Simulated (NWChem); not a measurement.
Everything below was run with NWChem. System: O, charge 1, spin multiplicity 4. Its SCF solution wasn't tested for a lower state. Level: UB2PLYP/def2-TZVP, 1 core orbitals frozen.

Input file:

```
start mol
memory heap 200 mb stack 900 mb global 1100 mb
charge 1
geometry units angstroms nocenter noautoz
  O      0.000000     0.000000     0.000000
  symmetry group D2h
end
basis spherical
  * library def2-tzvp
end
dft
  xc hfexch 0.53 becke88 0.47 lyp 0.73 mp2 0.27
  dftmp2
  odft
  mult 4
  semidirect memsize 60000000 filesize 0
  iterations 100
end
mp2
  freeze core 1
end
task dft energy
```

Part of the output:

```
             Northwest Computational Chemistry Package (NWChem) 7.3.0
             --------------------------------------------------------

                                NWChem Input Module
                                -------------------

 Scaling coordinates for geometry "geometry" by  1.889725989
 (inverse scale =  0.529177249)

                             Geometry "geometry" -> ""
                             -------------------------

 Output coordinates in angstroms (scale by  1.889725989 to convert to a.u.)

  No.       Tag          Charge          X              Y              Z
 ---- ---------------- ---------- -------------- -------------- --------------
    1 O                    8.0000     0.00000000     0.00000000     0.00000000

 Effective nuclear repulsion energy (a.u.)       0.0000000000

            Nuclear Dipole moment (a.u.)
            ----------------------------
        X                 Y               Z
 ---------------- ---------------- ----------------
     0.0000000000     0.0000000000     0.0000000000

      Symmetry information
      --------------------

 Group name             D2h
 Group number             26
 Group order               8
 No. of unique centers     1

      Symmetry unique atoms

     1


 Summary of "ao basis" -> "" (spherical)
 ------------------------------------------------------------------------------
       Tag                 Description            Shells   Functions and Types
 ---------------- ------------------------------  ------  ---------------------
 *                         def2-tzvp                  on all atoms

  dft_input: which_mp2 not specified, using semidirect MP2 by default.

                                 NWChem DFT Module
                                 -----------------

 Summary of "ao basis" -> "ao basis" (spherical)
 ------------------------------------------------------------------------------
       Tag                 Description            Shells   Functions and Types
 ---------------- ------------------------------  ------  ---------------------
 O                         def2-tzvp                11       31   5s3p2d1f

 Summary of "ao basis" -> "ao basis" (spherical)
 ------------------------------------------------------------------------------
       Tag                 Description            Shells   Functions and Types
 ---------------- ------------------------------  ------  ---------------------
 O                         def2-tzvp                11       31   5s3p2d1f

      Symmetry analysis of basis
      --------------------------

        ag          9
        au          1
        b1g         2
        b1u         5
        b2g         2
        b2u         5
        b3g         2
        b3u         5

            General Information
            -------------------
          SCF calculation type: DFT
          Wavefunction type:  spin polarized.
          No. of atoms     :     1
          No. of electrons :     7
           Alpha electrons :     5
            Beta electrons :     2
          Charge           :     1
          Spin multiplicity:     4
          Use of symmetry is: on ; symmetry adaption is: on
          Maximum number of iterations: 100
          AO basis - number of functions:    31
                     number of shells:    11
          Convergence on energy requested:  1.00D-06
          Convergence on density requested:  1.00D-05
          Convergence on gradient requested:  5.00D-04

              XC Information
[...]
   Bfn.  Coefficient  Atom+Function         Bfn.  Coefficient  Atom+Function
  ----- ------------  ---------------      ----- ------------  ---------------
     2      0.641780  1 O  s                  1      0.436584  1 O  s

 Vector    2  Occ=1.000000D+00  E=-1.450149D+00  Symmetry=ag
              MO Center=  2.8D-45,  3.1D-45, -5.2D-45, r^2= 4.3D-01
   Bfn.  Coefficient  Atom+Function         Bfn.  Coefficient  Atom+Function
  ----- ------------  ---------------      ----- ------------  ---------------
     4      0.553962  1 O  s                  3      0.402678  1 O  s
     2     -0.262878  1 O  s                  5      0.176972  1 O  s
     1     -0.110053  1 O  s

 Vector    3  Occ=0.000000D+00  E=-5.718540D-01  Symmetry=b2u
              MO Center= -7.5D-34, -2.1D-35,  1.0D-33, r^2= 6.3D-01
   Bfn.  Coefficient  Atom+Function         Bfn.  Coefficient  Atom+Function
  ----- ------------  ---------------      ----- ------------  ---------------
     7      0.478113  1 O  py                10      0.423272  1 O  py
    13      0.309142  1 O  py

 Vector    4  Occ=0.000000D+00  E=-5.718540D-01  Symmetry=b3u
              MO Center=  1.2D-34,  2.3D-34,  2.1D-34, r^2= 6.3D-01
   Bfn.  Coefficient  Atom+Function         Bfn.  Coefficient  Atom+Function
  ----- ------------  ---------------      ----- ------------  ---------------
     6      0.478113  1 O  px                 9      0.423272  1 O  px
    12      0.309142  1 O  px

 Vector    5  Occ=0.000000D+00  E=-5.718540D-01  Symmetry=b1u
              MO Center=  1.6D-34,  1.4D-34,  9.5D-35, r^2= 6.3D-01
   Bfn.  Coefficient  Atom+Function         Bfn.  Coefficient  Atom+Function
  ----- ------------  ---------------      ----- ------------  ---------------
     8      0.478113  1 O  pz                11      0.423272  1 O  pz
    14      0.309142  1 O  pz

   alpha - beta orbital overlaps
   -----------------------------

   alpha      1      2      3      4      5      6      7      8      9     10
    beta      1      2      4      3      5      6      9      7      8     14
 overlap   1.000  0.998  0.983  0.983  0.983  0.998  0.983  0.983  0.983  1.000

   alpha     11     12     13     14     15     16     17     18     19     20
    beta     13     10     11     12     17     16     15     18     21     22
 overlap   1.000  1.000  1.000  1.000  0.998  0.998  0.998  0.999  1.000  1.000

   alpha     21     22     23     24     25     26     27     28     29     30
    beta     19     20     23     24     25     26     27     28     29     30
 overlap   1.000  1.000  1.000  1.000  1.000  1.000  1.000  1.000  1.000  1.000

   alpha     31
    beta     31
 overlap   1.000

     --------------------------
     Expectation value of S2:
     --------------------------
      <S2> =      3.7534 (Exact =     3.7500)

                   NWChem MP2 Semi-direct Energy/Gradient Module
                   ---------------------------------------------

  Basis functions       =     31
  Molecular orbitals    =     31
  Frozen core           =      1
  Frozen virtuals       =      0
  Active alpha occupied =      4
  Active beta occupied  =      1
  Active alpha virtual  =     26
  Active beta virtual   =     29
  Use MO symmetry       = T
  Use skeleton AO sym   = T

  AO/Fock/Back tols     =   1.0D-09  1.0D-09  1.0D-09

 GA uses MA = F    GA memory limited = T

 Available:
  local mem=  4.43D+07
 global mem=  1.44D+08
 local disk=  0.00D+00
  mp2_memr nvloc                    26
  nvloc new                    26
   1 passes of   4:        3145728                       7158                    177079.
   1 passes of   4: M     44324801           G      144177278           F      41179073.

 Semi-direct pass number   1 of   1  for UHF alpha       at        0.2s
  vrange nnbf                   496
  mp2_eaftype                    10  avail_ma_in_mb                   386
 EAF : mp2_eaftype filesize          10      88539.
  mp2_eaf for mointskh                     10
Node 0 wrote      0.4 Mb in      0.0 s     Agg I/O rate:  2793.0 Mb/s
 Done moints_semi at        0.2s
  mp2_eaftype                    10  avail_ma_in_mb                   386
 EAF : mp2_eaftype filesize          10      88539.
  mp2_eaf for kh                    10
 Done maket at        0.2s
 Done multipass loop at        0.2s

 GA uses MA = F    GA memory limited = T

 Available:
  local mem=  4.43D+07
 global mem=  1.44D+08
 local disk=  0.00D+00
  mp2_memr nvloc                    29
  nvloc new                    29
   1 passes of   1:        3145728                       3409                     50599.
   1 passes of   1: M     44324801           G      144177278           F      41179073.

 Semi-direct pass number   1 of   1  for UHF beta        at        0.3s
  vrange nnbf                   496
  mp2_eaftype                    10  avail_ma_in_mb                   386
 EAF : mp2_eaftype filesize          10      25299.
  mp2_eaf for mointskh                     10
Node 0 wrote      0.1 Mb in      0.0 s     Agg I/O rate:  3223.0 Mb/s
 Done moints_semi at        0.3s
  mp2_eaftype                    10  avail_ma_in_mb                   386
 EAF : mp2_eaftype filesize          10      25299.
  mp2_eaf for kh                    10
 Done maket at        0.3s
 Done multipass loop at        0.3s

          -------------------------------------------
          DFT energy                     -74.517210510446
          Unscaled MP2 energy             -0.110505269962
          Total DFT+MP2 energy           -74.547046933336
          -------------------------------------------

 -----------------------
 Performance information
 -----------------------

 Timer overhead =  9.80D-08 seconds/call

               Nr. of calls         CPU time (s)                 Wall time (s)                GFlops
             ---------------    -------------------     ------------------------------   -------------------
Name         Min   Avg   Max    Min     Avg     Max     Min     Avg     Max   Mx/calls   Min     Max     Sum
mp2: moin     2     2     2   9.59E-2 9.59E-2 9.59E-2  9.59E-2 9.59E-2 9.59E-2 4.80E-2   0.0     0.0     0.0
mp2: make     2     2     2   2.12E-3 2.12E-3 2.12E-3  2.12E-3 2.12E-3 2.12E-3 1.06E-3   0.0     0.0     0.0
mp2: tota     1     1     1   0.13    0.13    0.13     0.13    0.13    0.13    0.13      0.0     0.0     0.0

 The average no. of pstat calls per process was 5.00D+00
 with a timing overhead of 4.90D-07s

 Task  times  cpu:        0.3s     wall:        0.3s

 Total times  cpu:        0.3s     wall:        0.3s
```
